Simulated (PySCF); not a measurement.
Species: CH3CH2CH2CHF2, C4H8F2.
Numbering: `[CH3:1][CH2:2][CH2:3][CH:4]([F:5])[F:6]` (hydrogens: H7, H8, H9 on C1; H10, H11 on C2; H12, H13 on C3; H14 on C4)

The same species was optimised twice, with GFN2-xTB and with PBE0-D3(BJ)/def2-SVP (PySCF), and the same property calculations (PySCF, gas phase) were run on both structures.

| coordinate | GFN2-xTB | PBE0-D3(BJ)/def2-SVP | change |
| --- | --- | --- | --- |
| C3–C4 (Å) | 1.518 | 1.505 | -0.013 |
| C2–C3 (Å) | 1.527 | 1.522 | -0.005 |
| C4–F6 (Å) | 1.358 | 1.353 | -0.005 |
| C1–C2 (Å) | 1.523 | 1.520 | -0.003 |
| C4–F5 (Å) | 1.357 | 1.356 | -0.001 |
| C2–C3–C4 (°) | 111.5 | 113.3 | +1.8 |
| C1–C2–C3 (°) | 111.2 | 112.9 | +1.7 |
| F5–C4–F6 (°) | 105.9 | 107.5 | +1.6 |
| C3–C4–F5 (°) | 111.1 | 110.3 | -0.8 |
| C3–C4–F6 (°) | 110.9 | 110.2 | -0.7 |
| C1–C2–C3–C4 (°) | 180 | -177 | +3 |
| C2–C3–C4–F5 (°) | 64 | 61 | -3 |

Rotational constants: A = 7933, B = 1738, C = 1523 MHz (GFN2-xTB) against A = 7862, B = 1745, C = 1528 MHz (PBE0-D3(BJ)/def2-SVP). Point groups within 0.08 Å: C1 and C1.

On the GFN2-xTB structure: HOMO (eV) -9.26 [PBE0/pcSseg-1]; LUMO (eV) 1.43 [PBE0/pcSseg-1]; dipole (D) 2.33 [PBE0/pcSseg-1]; GIAO shielding of C1 (ppm) 170.6 [PBE0/pcSseg-1]; GIAO shielding of C2 (ppm) 165.6 [PBE0/pcSseg-1]; GIAO shielding of C3 (ppm) 144.9 [PBE0/pcSseg-1]; GIAO shielding of C4 (ppm) 62.7 [PBE0/pcSseg-1]; GIAO shielding of F5/F6 (mean) (ppm) 307.9 [PBE0/pcSseg-1].

**Question.** What do these properties become on the PBE0-D3(BJ)/def2-SVP structure?

**Answer.** 
```
                                    property          level  on GFN2-xTB  on PBE0-D3(BJ)/def2-SVP  change
                                   HOMO (eV)  PBE0/pcSseg-1        -9.26                    -9.29   -0.03
                                   LUMO (eV)  PBE0/pcSseg-1         1.43                     1.42   -0.01
                                  dipole (D)  PBE0/pcSseg-1         2.33                     2.24   -0.09
energy, GFN2-xTB geometry as zero (kcal/mol)  PBE0/pcSseg-1          0.0                     -0.4    -0.4
                  GIAO shielding of C1 (ppm)  PBE0/pcSseg-1        170.6                    168.6    -2.0
                  GIAO shielding of C2 (ppm)  PBE0/pcSseg-1        165.6                    165.0    -0.6
                  GIAO shielding of C3 (ppm)  PBE0/pcSseg-1        144.9                    144.7    -0.2
                  GIAO shielding of C4 (ppm)  PBE0/pcSseg-1         62.7                     64.2    +1.5
        GIAO shielding of F5/F6 (mean) (ppm)  PBE0/pcSseg-1        307.9                    309.7    +1.8
```

The heavy atoms differ by 0.026 Å rms after alignment. Among bonds between heavy atoms C3–C4 changes most (-0.013 Å). Changes are differences of the printed values. Neither structure is proved a minimum here.

The values belong to the conformer `[CH3:1][CH2:2][CH2:3][CH:4]([F:5])[F:6]`: C1–C2–C3–C4 -177°, C2–C3–C4–F5 61°.
